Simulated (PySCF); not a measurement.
A structure optimised at PBE-D3(BJ)/def2-TZVP, used in a PySCF frequency run:

```xyz
5

C     -1.1013     0.0104     0.0000
S      0.6905     0.0022     0.0000
H     -1.5129     0.4759     0.9058
H     -1.4148    -1.0492     0.0000
H     -1.5129     0.4759    -0.9058
```
Charge 0, spin multiplicity 2.

### Question
Write its SMILES, formula and point group.

### Answer
C[S], CH3S, Cs

### Question
What are its rotational constants (standard atomic weights)?

### Answer
156.87, 13.427, 13.396 GHz
